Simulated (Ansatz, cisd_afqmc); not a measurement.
Species: H2O, charge 0, singlet. H2O (oxidane, SMILES O).
HTBH set geometry:
```
O
H 1 0.9569
H 1 0.9569 2 104.52
```

Total energies in aug-cc-pVTZ, 8 correlated electrons, 1 frozen orbitals. UHF or UKS for unpaired electrons; spin-orbit terms are left out. Cores are frozen in correlated methods. No relativity. AFQMC is phaseless with a CISD trial state; ± is one standard error, without the phaseless bias. Outlying blocks are dropped, and bars are widened where a walk drifts. Over all cases where full CI ran beside it in this data, AFQMC minus full CI had a median of +0.1 mEh and passed +0.4 mEh in a tenth of the cases.

```json
[
 {"method": "HF", "program": "Ansatz", "energy (Eh)": "-76.06063", "minus CCSDT(Q) (mEh)": "282.11"},
 {"method": "MP2", "program": "Ansatz", "energy (Eh)": "-76.32895", "minus CCSDT(Q) (mEh)": "13.79"},
 {"method": "CCSD", "program": "Ansatz", "energy (Eh)": "-76.33366", "minus CCSDT(Q) (mEh)": "9.08"},
 {"method": "CCSD(T)", "program": "Ansatz", "energy (Eh)": "-76.34228", "minus CCSDT(Q) (mEh)": "0.46"},
 {"method": "CCSDT(Q)", "program": "Ansatz", "energy (Eh)": "-76.34274", "minus CCSDT(Q) (mEh)": "0.00"},
 {"method": "AFQMC/CISD", "program": "cisd_afqmc", "energy (Eh)": "-76.3428 ± 0.0002", "minus CCSDT(Q) (mEh)": "-0.1 ± 0.2"}
]
```

Rough core times of Ansatz's runs on a shared machine: CCSD(T) under 20 s, CCSDT(Q) 70 s.

Ansatz is a program for electronic structure.
